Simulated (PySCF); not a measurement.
Compound: thietane, C3H6S.
SMILES with atom numbers: `[CH2:1]1[CH2:2][S:3][CH2:4]1` (hydrogens: H5, H6 on C1; H7, H8 on C2; H9, H10 on C4)

Method: PBE0-D3(BJ)/def2-TZVP geometry optimisation, gas phase in PySCF; density fitting, grid level 2; the optimiser is geomeTRIC in internal coordinates, started from a GFN2-xTB structure with every atom displaced at random (about 0.01 Å).

Geometry at step 0:
```
atom  x, y, z in Å
C1      0.0324    0.6857   -0.1583
C2     -1.1346   -0.2323    0.2316
S3      0.0108   -1.5710    0.6931
C4      1.1548   -0.3386   -0.1170
H5      0.1622    1.4847    0.5717
H6     -0.1184    1.1863   -1.1401
H7     -1.7496   -0.5464   -0.5948
H8     -1.7314    0.1034    1.0619
H9      1.4365   -0.6995   -1.0696
H10     1.9878   -0.0931    0.5002
```

**Question.** Give the atomic forces at this geometry.

**Answer.** 
```tsv
atom	Fx (eV/Å)	Fy (eV/Å)	Fz (eV/Å)
C1	-0.622	0.809	-0.644
C2	0.630	-0.098	0.001
S3	0.548	0.088	-0.016
C4	-1.376	-0.496	0.866
H5	0.092	-0.055	0.098
H6	0.198	-0.306	0.478
H7	-0.376	0.035	-0.309
H8	-0.362	0.169	0.230
H9	0.539	-0.321	-1.015
H10	0.729	0.175	0.311
```

The largest, 1.70 eV/Å, acts on C4; the rms over all components is 0.516 eV/Å. The forces sum to zero within rounding, as they must for an isolated molecule in no field.

**Question.** Give the force on C4 in Eh/bohr and in nN.

**Answer.** 1.700 eV/Å ÷ 51.422 = 0.03306 Eh/bohr, and 1.700 eV/Å × 1.602 = 2.72 nN.

**Question.** How far is this geometry from the end of the optimisation?

**Answer.** 0.086 eV above it, and 0.122 Å rms away after alignment. The bonds farthest from their final lengths, with half the difference of the two atoms' forces along the bond (positive lengthens):

| bond | now (Å) | final (Å) | force along bond (eV/Å) |
| --- | --- | --- | --- |
| S3–C4 | 1.867 | 1.830 | -0.97 |
| C4–H9 | 1.057 | 1.092 | +1.07 |
| C4–H10 | 1.065 | 1.089 | +0.74 |
| C1–H6 | 1.112 | 1.093 | -0.80 |
| C2–H7 | 1.077 | 1.092 | +0.39 |
| C1–C4 | 1.520 | 1.533 | +0.18 |

The angle farthest from its final value is H9–C4–H10, 113.1° against 109.5°.

Of the 6 listed bonds off by 0.010 Å or more, this force points towards the final length in 6.

The cost below is that of the whole optimisation. On Intel Xeon 6975P-C, one thread (shared host), this took 50 s wall and 0.74 GiB of memory at its peak.
